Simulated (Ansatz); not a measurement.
Isomers of C3H6F2O, relaxed with PBE0-D4/def2-TZVP in Ansatz; electronic energies, one conformer each and not always the lowest. Functionals use def2-TZVPP; CBS adds triple-zeta CCSD(T) − MP2 to the MP2 limit of def2-TZVPP and def2-QZVPP.

Task: Order them by energy at frozen-core CCSD(T)/CBS, lowest first. (Best estimate.)
A. `CCOC(F)F`
B. `CC(O)(F)CF`
C. `CC(F)OCF`
D. `COC(C)(F)F`

Result: B (0.0 kJ/mol), D (10.6 kJ/mol), A (20.6 kJ/mol), C (27.7 kJ/mol).

Task: How do PBE0-D4, B3LYP, ωB97M-V, B3LYP-D4 place them (kJ/mol, against `CC(O)(F)CF`)? (Best estimate.)

Result: Computed: 
| isomer | PBE0-D4 | B3LYP | ωB97M-V | B3LYP-D4 |
| --- | --- | --- | --- | --- |
| `CC(F)OCF` | 24.4 | 17.6 | 26.2 | 20.3 |
| `CCOC(F)F` | 13.9 | 10.6 | 17.6 | 13.8 |
| `COC(C)(F)F` | 5.8 | 5.3 | 6.1 | 5.5 |

B3LYP here is the variant with VWN-RPA as its local correlation; programs differ in this.
